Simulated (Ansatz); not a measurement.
Gas-phase electronic energies from Ansatz, PBE0-D4/def2-TZVP geometries. CCSD(T)/CBS adds triple-zeta CCSD(T) − MP2 to the extrapolated MP2 energy (def2 sets, frozen cores). This one scheme is used for every species, atoms too. DFT in def2-TZVPP. Open shells (•) are unrestricted, without spin–orbit coupling. Spin–orbit coupling would lower the free atoms: a little for C, S.

`C1SCSCS1` → 3 C• + 6 H• + 3 S•  (atomization)

Problem. What is ΔE at CCSD(T)/CBS? (An estimate is asked.)

Solution. Ansatz gave: +4392.5 kJ/mol.

Problem. What do these levels give: r2SCAN0, CAM-B3LYP, HF/def2-SVP, CCSD(T)/def2-SVP, MP2/def2-TZVPP, SCS-MP2/def2-TZVPP? (Best estimate.)

Solution. The calculation gave: r2SCAN0 4343.7, CAM-B3LYP 4341.1, HF/def2-SVP 3058.9, CCSD(T)/def2-SVP 4090.9, MP2/def2-TZVPP 4349.7, SCS-MP2/def2-TZVPP 4303.9 kJ/mol.

Largest T1 diagnostic among the species: 0.012.

From r2SCAN to r2SCAN0 (25 % exact exchange), in def2-TZVPP and without D4, ΔE moves by −70.8 kJ/mol: exact exchange takes away binding that semilocal exchange gives to molecules. At CCSD(T), def2-SVP lies −301.6 kJ/mol from the extrapolated value and def2-TZVPP −137.4 kJ/mol: correlation converges slowly with the basis, and small sets miss more of it in the bonded molecule than in its fragments. The D4 term adds +68.5 kJ/mol with B3LYP and +35.5 kJ/mol with PBE0; it sums over pairs of atoms, weighted by their polarisabilities, and B3LYP, whose exchange is more repulsive, gets the larger term.

B3LYP here is the variant with VWN-RPA as its local correlation; programs differ in this.

For atomizations the MP2-based limit and the directly extrapolated one differ by several kJ/mol either way, and by 10 to 25 for some Ge, Se and Sn compounds, so smaller differences from it don't rank the levels.
